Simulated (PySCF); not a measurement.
Compound: tricarbon monosulfide, C₃S (singlet state).
Geometry (PBE0-D3(BJ)/def2-SVP, Å), atoms numbered from 1 in this order:
```
atom  x, y, z in Å
C1    -1.8331   -0.0128    1.0878
C2    -0.6485   -0.0090    0.5906
C3     0.5491   -0.0045    0.0875
S4     1.9705    0.0010   -0.5093
```

Theory: core-valence-separated Tamm–Dancoff BHandHLYP/aug-pcX-1 (def2-SVPD on S) in PySCF, non-relativistic, gas phase, PBE0-D3(BJ)/def2-SVP geometry. The energies are unshifted.

(1) List the carbon K-edge absorption lines.

Answers

(1) 
```csv
E (eV),f,core hole on,main final orbital,polarisation
281.18,0.1497,C1,"LUMO/LUMO+1 (2 roots, f summed)",across the axis
281.60,0.0003,C2,"LUMO/LUMO+1 (2 roots, f summed)",–
283.32,0.1397,C3,"LUMO/LUMO+1 (2 roots, f summed)",across the axis
285.44,0.1402,C2,"spread (2 roots, f summed)",across the axis
286.56,0.0008,C2,LUMO+2 (71 %),–
287.44,0.0068,C2,LUMO+3 (58 %),along the axis
288.12,0.0006,C2,"LUMO+5/LUMO+6 (2 roots, f summed)",–
288.34,0.0012,C2,LUMO+4 (86 %),along the axis
288.40,0.0000,C1,LUMO+2 (45 %),–
```

The first line with a tenth or more of the strongest one's intensity is at 281.18 eV (f = 0.150, sum of 2), with the hole on C1 (carbon bonded to C), polarised across the axis: a 1s→π* resonance. It is also the strongest listed.

Roots within 0.03 eV whose holes lie on the same, on equivalent or on shared atoms are summed into one line, and the highest roots are left out, as the search may have cut off their partners. Final orbitals are the ground state's empty Kohn–Sham orbitals. A dash: too weak, shared between unlike atoms, or no plane or axis to refer to.

Problem. What is the summed oscillator strength of the listed C K lines, and their intensity-weighted mean energy?

Solution. Σf = 0.439 over 9 lines from 281.18 to 288.40 eV; the weighted mean is 283.36 eV. The strongest line holds 34 % of the sum.

The ionisation thresholds weren't computed; near and above them a finite basis only mimics Rydberg series and continuum.
